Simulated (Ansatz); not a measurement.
Structure relaxation of SbAu2

Method: DFT PBE, scalar-relativistic, plane waves, PAW (Ansatz 0.2.0). Cutoff 420 eV, Γ-centred k mesh, Gaussian smearing, no spin polarisation in the final step.

SbAu2 was placed on the AlB2 structure type (P6/mmm, No. 191), with Sb in place of Al, Au in place of B, at a guessed volume.

```
Sb Au
1.0
     4.01817    0.00000    0.00000
    -2.00908    3.47983    0.00000
     0.00000    0.00000    4.33855
Sb Au
1 2
Direct
  0.00000 0.00000 0.00000
  0.33333 0.66667 0.50000
  0.66667 0.33333 0.50000
```

Cell and atoms relax at zero pressure; the relaxation can't lower the symmetry of the start. After a coarse first stage the cell is made exact in the group found at 0.06 Å.

Energies over the elements count from the elements' standard structures at the same level, with no empirical corrections.

(1) Describe the relaxed structure.

(2) What are its volume, energy, density and gap?

## Answers

(1) It keeps P6/mmm (No. 191), but not the shape of the type it started on. Conventional cell: a = 4.925 Å, c = 3.016 Å. Around Sb lie 2 Sb at 3.02 Å and 12 Au at 3.22 Å; Au has 3 Au at 2.84 Å, 2 Au at 3.02 Å and 6 Sb at 3.22 Å.

```cif
data_structure
_symmetry_space_group_name_H-M 'P6/mmm'
_symmetry_Int_Tables_number 191
_cell_length_a 4.9248
_cell_length_b 4.9248
_cell_length_c 3.0156
_cell_angle_alpha 90.000
_cell_angle_beta 90.000
_cell_angle_gamma 120.000
_cell_volume 63.34
loop_
_atom_site_label
_atom_site_type_symbol
_atom_site_symmetry_multiplicity
_atom_site_Wyckoff_symbol
_atom_site_fract_x
_atom_site_fract_y
_atom_site_fract_z
_atom_site_occupancy
Sb1 Sb 1 a 0.00000 0.00000 0.00000 1
Au1 Au 2 d 0.33333 0.66667 0.50000 1
```

(2) The volume per atom is 21.11 Å³ and the density is 13.52 g/cm³. The energy over the elements is 0.14 eV/atom and the gap on the 12×12×16 mesh is 0 eV (a metal).

The final run used a 12×12×16 mesh on its 3-atom cell and 0.10 eV smearing. The k mesh leaves about 4 meV/atom of noise in metals. Spin–orbit coupling is left out. Symmetry constrained the relaxation, so the result can be a saddle point.

Cost: 4 runs of about 3.1 core-minutes in all, on Arm Neoverse V2 (shared hosts).